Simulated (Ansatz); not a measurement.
Ansatz (an electronic-structure program) input (CCSD(T)/aug-cc-pVDZ):

Ansatz 0.2 input:
```yaml
crystal:
  periodic: [false, false, false]
  atoms:
    - {symbol: C, position_ang: [0.00319266, 0.00643257, 0.66040383]}
    - {symbol: C, position_ang: [-0.00319266, -0.00643257, -0.66040383]}
    - {symbol: F, position_ang: [0.02490825, 1.11427502, 1.37583632]}
    - {symbol: F, position_ang: [-0.01150102, -1.08726216, 1.39745609]}
    - {symbol: F, position_ang: [0.01150102, 1.08726216, -1.39745609]}
    - {symbol: F, position_ang: [-0.02490825, -1.11427502, -1.37583632]}
basis:
  gaussian:
    orbitals: aug-cc-pVDZ
total_charge: 1
magnetization: {spin_polarized: true, initial_magnetization: 1}
correlation: {method: ccsd_t, electrons: outside_noble_gas}
```

End of the output:

```
integrals: 0.53 GiB planned
1316 factors; integrals over basis functions are off by at most 3.1e-4 eV
mean field: 0.69 GiB planned
mean field evaluation 1: about -12868.7902 eV, gradient 3.9e1 eV
mean field evaluation 2: about -12868.7927 eV, gradient 3.9e1 eV
mean field evaluation 4: about -12874.0427 eV, gradient 3.0e0 eV
mean field evaluation 8: about -12874.1158 eV, gradient 1.5e-1 eV
mean field evaluation 16: about -12874.1050 eV, gradient 6.7e-1 eV
mean field -12874.11631019 eV, -473.1150480101 hartree, gradient 1.0e-6 eV, S^2 0.755599; 0 other end points of the search recorded, 0 dependent functions left out
6 core orbitals not correlated
reference -12874.11631019 eV, -473.1150480101 hartree; 18, 17 occupied and 114, 115 virtual orbitals, 1316 factors
second order -28.32597353 eV of doubles, -0.00000000 eV of singles
coupled cluster: 2.49 GiB planned
cycle   1  -27.72786297 eV  change    6.0e-1 eV  update   1.6e-1
cycle   2  -28.49227970 eV  change   -7.6e-1 eV  update   5.0e-2
cycle   3  -28.69998292 eV  change   -2.1e-1 eV  update   3.0e-2
cycle   4  -28.69566515 eV  change    4.3e-3 eV  update   9.8e-3
cycle   5  -28.68455408 eV  change    1.1e-2 eV  update   4.4e-3
cycle   6  -28.68739458 eV  change   -2.8e-3 eV  update   1.3e-3
cycle   7  -28.68794489 eV  change   -5.5e-4 eV  update   5.1e-4
cycle   8  -28.68770219 eV  change    2.4e-4 eV  update   1.6e-4
cycle   9  -28.68778735 eV  change   -8.5e-5 eV  update   7.2e-5
cycle  10  -28.68780283 eV  change   -1.5e-5 eV  update   1.6e-5
perturbative correction -0.91835080 eV, -0.0337487693 hartree
Total energy: -12903.72246382 eV, -474.2030540883 hartree
```

This state (charge 1, doublet) is run at the relaxed geometry of the species with charge 0 and multiplicity 1.
